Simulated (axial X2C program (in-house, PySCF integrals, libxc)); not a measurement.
# Photoelectron levels of SiO by EOM-IP-CCSD

Calculated with an axial X2C code built on PySCF integrals: two-component X2C with atomic mean-field Coulomb and Gaunt terms, Gaussian nuclei, basis Si dyall-v3z, O dyall-av3z with contracted cores.

R = 1.397 Å (0.920 times 1.518 Å, the PBE0 minimum at charge 0 for the lowest determinant).

Vertical ionisation energies of SiO to the states of SiO⁺:

```csv
Ω of SiO⁺,vertical IE (eV),above lowest (cm⁻¹),ionised spinor,one-hole weight
1/2,11.517,0,"34% O pσ, 28% Si sσ, 28% Si pσ",0.95
3/2,12.806,10397,"76% O pπ, 14% Si pπ, 6% Si dπ",0.92
1/2,12.827,10567,"75% O pπ, 14% Si pπ, 6% Si dπ",0.92
1/2,15.034,28367,"56% O pσ, 27% Si sσ, 8% O sσ",0.91
```

Q: Take the first Ω = 1/2 and Ω = 3/2 rows of π character: how far apart are they, and which lies lower?

A: E(3/2) − E(1/2) = 10397 − 10567 = -170 cm⁻¹ at EOM-IP-CCSD: inverted, Ω = 3/2 lower. Splittings at this level can be off by ten to twenty per cent.

This point took 6.1 s on 1 thread of Intel(R) Xeon(R) Processor @ 2.30GHz, with other jobs on the host.

Reference electrons by ω block (each with its −ω partner): 1/2: 9, 3/2: 2. 10 electrons of SiO correlated (inner shells frozen), 94 natural virtual spinors (a truncated set); levels can be off by some tenths of an eV. Roots sought by Ω: (1/2: 4, 3/2: 3, 5/2: 1); the list ends where they run out and leaves out roots under 60 % one-particle weight. The solver can skip a root, and states that need a further excitation, which the method places far too high, are missing though they may lie low or lowest. T1 of the reference 0.020 (Lee–Taylor). Number of frozen shells: Si 2 s, 1 p; O 1 s.
